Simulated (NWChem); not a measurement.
System: hydrogen isocyanide (CHN); SMILES [C-]#[NH+]

Input file for NWChem:

```
start job
memory heap 200 mb stack 900 mb global 1100 mb
geometry units angstroms
  C      0.000000     0.000000     0.736414
  N      0.000000     0.000000    -0.427035
  H      0.000000     0.000000    -1.424164
end
basis spherical
  * library 6-311++g**
end
dft
  xc hfexch
  iterations 150
end
driver
  maxiter 120
end
task dft optimize
task dft freq
```

Output (shortened):

```
             Northwest Computational Chemistry Package (NWChem) 7.3.0
             --------------------------------------------------------

 ORDER OF PRIMARY AXIS IS BEING SET TO 4
 C4V symmetry detected

 AUTOZ failed to generate good internal coordinates.
 Cartesian coordinates will be used in optimizations.

                             Geometry "geometry" -> ""
                             -------------------------

 Output coordinates in angstroms (scale by  1.889725989 to convert to a.u.)

  No.       Tag          Charge          X              Y              Z
 ---- ---------------- ---------- -------------- -------------- --------------
    1 C                    6.0000     0.00000000     0.00000000     0.73605150
    2 N                    7.0000     0.00000000     0.00000000    -0.42739750
    3 H                    1.0000     0.00000000     0.00000000    -1.42452650

 Effective nuclear repulsion energy (a.u.)      24.2875170260

      Symmetry information
      --------------------

 Group name             C4v
 Group number             18
 Group order               8
 No. of unique centers     3

  xc_inp: hfexch multiplicative factor not found.

                           NWChem Geometry Optimization
                           ----------------------------

 maximum gradient threshold         (gmax) =   0.000450
 rms gradient threshold             (grms) =   0.000300
 maximum cartesian step threshold   (xmax) =   0.001800
 rms cartesian step threshold       (xrms) =   0.001200
 fixed trust radius                (trust) =   0.300000
 source of zmatrix                         =

          -------------------
          Energy Minimization
          -------------------

 Using diagonal initial Hessian

          --------
          Step   0

                                 NWChem DFT Module
                                 -----------------

 Summary of "ao basis" -> "ao basis" (spherical)
 ------------------------------------------------------------------------------
       Tag                 Description            Shells   Functions and Types
 ---------------- ------------------------------  ------  ---------------------
 C                         6-311++g**               10       22   5s4p1d
 N                         6-311++g**               10       22   5s4p1d
 H                         6-311++g**                5        7   4s1p

      Symmetry analysis of basis
      --------------------------

        a1         25
        a2          0
        b1          2
        b2          2
        e          22

[...]

      ----------------------
      Optimization converged
      ----------------------

  Step       Energy      Delta E   Gmax     Grms     Xrms     Xmax
  ---- ---------------- -------- -------- -------- -------- --------
@    3     -92.88468650 -5.6D-08  0.00002  0.00001  0.00003  0.00007
                                     ok       ok       ok       ok

                         Geometry "geometry" -> "geometry"
                         ---------------------------------

 Output coordinates in angstroms (scale by  1.889725989 to convert to a.u.)

  No.       Tag          Charge          X              Y              Z
 ---- ---------------- ---------- -------------- -------------- --------------
    1 C                    6.0000     0.00000000     0.00000000     0.72289283
    2 N                    7.0000     0.00000000     0.00000000    -0.42680131
    3 H                    1.0000     0.00000000     0.00000000    -1.41196403

 Effective nuclear repulsion energy (a.u.)      24.5788932738

      Symmetry information
      --------------------

 Group name             C4v
 Group number             18
 Group order               8
 No. of unique centers     3

[...]

 Rotational Constants
 --------------------
 A=   0.000000 cm-1  (  0.000000 K)
 B=   1.565148 cm-1  (  2.251848 K)
 C=   1.565148 cm-1  (  2.251848 K)

 Temperature                      =   298.15K
 frequency scaling parameter      =   1.0000

 Linear Molecule

 Zero-Point correction to Energy  =   10.648 kcal/mol  (  0.016969 au)
 Thermal correction to Energy     =   12.357 kcal/mol  (  0.019693 au)
 Thermal correction to Enthalpy   =   12.950 kcal/mol  (  0.020636 au)

 Total Entropy                    =   48.530 cal/mol-K
   - Translational                =   35.800 cal/mol-K (mol. weight =  27.0109)
   - Rotational                   =   11.691 cal/mol-K (symmetry #  =        1)
   - Vibrational                  =    1.038 cal/mol-K

 Cv (constant volume heat capacity) =    7.194 cal/mol-K
   - Translational                  =    2.979 cal/mol-K
   - Rotational                     =    1.986 cal/mol-K
   - Vibrational                    =    2.229 cal/mol-K

[normal modes left out]

 ----------------------------------------------------------------------------
 Normal Eigenvalue ||           Projected Infra Red Intensities
  Mode   [cm**-1]  || [atomic units] [(debye/angs)**2] [(KM/mol)] [arbitrary]
 ------ ---------- || -------------- ----------------- ---------- -----------
    1       -0.000 ||    0.000000           0.000         0.000       0.000
    2       -0.000 ||    0.012544           0.289        12.229       1.153
    3       -0.000 ||    0.012544           0.289        12.229       1.153
    4       -0.000 ||    0.022262           0.514        21.702       2.046
    5        0.000 ||    0.022262           0.514        21.702       2.046
    6      562.312 ||    0.193760           4.470       188.887      17.808
    7      562.312 ||    0.193760           4.470       188.887      17.808
    8     2279.598 ||    0.111626           2.575       108.819      10.259
    9     4048.030 ||    0.410478           9.470       400.154      37.726
 ----------------------------------------------------------------------------
```

Level: Hartree-Fock/6-311++G** (spherical d).
